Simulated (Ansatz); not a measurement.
Basis-set series for F2O2S (`O=S(=O)(F)F`). The species carries charge 0 and has multiplicity 1. The geometry is a stationary point of PBE0-D4/def2-TZVP.

```json
{"functional": "PBE0-D4", "basis": "def2-SVP", "functions": "74", "energy (Eh)": "-747.36503", "HOMO (eV)": "-10.44", "LUMO (eV)": "0.63"}
{"functional": "PBE0-D4", "basis": "def2-QZVPP", "functions": "298", "energy (Eh)": "-748.04659", "HOMO (eV)": "-10.64", "LUMO (eV)": "0.04"}
{"functional": "ωB97M-V", "basis": "def2-SVP", "functions": "74", "energy (Eh)": "-747.73448", "HOMO (eV)": "-12.79", "LUMO (eV)": "3.04"}
{"functional": "ωB97M-V", "basis": "def2-QZVPP", "functions": "298", "energy (Eh)": "-748.42319", "HOMO (eV)": "-13.05", "LUMO (eV)": "2.04"}
```

**Question.** Give the rows for def2-TZVPP. (Best estimate.)

**Answer.** Ansatz gave: 
```csv
functional,basis,functions,energy (Eh),HOMO (eV),LUMO (eV)
PBE0-D4,def2-TZVPP,166,-748.01260,-10.61,0.42
ωB97M-V,def2-TZVPP,166,-748.39089,-13.01,2.73
```

Positive LUMOs are unbound and depend on the basis.
